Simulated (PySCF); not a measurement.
# Reproducing measurements on fluoroethene

**The experiment to reproduce.**

From NIST CCCBDB Release 22 (SRD 101), experimental dipoles, for the gas: dipole moment (microwave Stark effect) 1.43 D.

The runs below try to reproduce these values; the comparison stands at the end.

Species: fluoroethene, C2H3F.
Numbering: `[CH2:1]=[CH:2][F:3]` (hydrogens: H4, H5 on C1; H6 on C2)

Cartesian coordinates in Å at the GFN2-xTB level; atoms count from 1:
```
atom  x, y, z in Å
C1     0.6896   -0.1172   -0.0374
C2    -0.6165    0.0270   -0.0022
F3    -1.1954    1.1666    0.4061
H4     1.1284   -1.0391   -0.3674
H5     1.3491    0.6779    0.2618
H6    -1.3520   -0.7132   -0.2826
```

The PySCF runs (gas phase, on this GFN2-xTB geometry; no spin–orbit coupling):

```json
{"level": "PBE0/pcSseg-1", "job": "shieldings, charges and field gradients", "basis functions": "66", "wall time": "2.5 s"}
{"level": "B3LYP/pcJ-1", "job": "spin–spin couplings from 6 perturbed nuclei", "basis functions": "111", "wall time": "3.6 s"}
```

Hardware: x86-64 server, one thread, no GPU (shared host).

**Comparison with experiment**

**Dipole moment.** Measured: 1.43 D (NIST CCCBDB Release 22 (SRD 101), experimental dipoles).

| level | computed (D) | computed − measured (D) | % (from the printed values) |
| --- | --- | --- | --- |
| PBE0/pcSseg-1 | 1.43 | 0.00 | 0 |
| B3LYP/pcJ-1 | 1.44 | +0.01 | +1 |

Closest is PBE0/pcSseg-1 (0.00 D), furthest B3LYP/pcJ-1 (+0.01 D); one molecule doesn't rank methods. The computed dipoles belong to one fixed geometry; measured ones are averaged over vibrations unless marked μe. Magnitudes are compared, not signs.

The geometry is computed, not the measured one. Where a level misses, the cause wasn't examined.
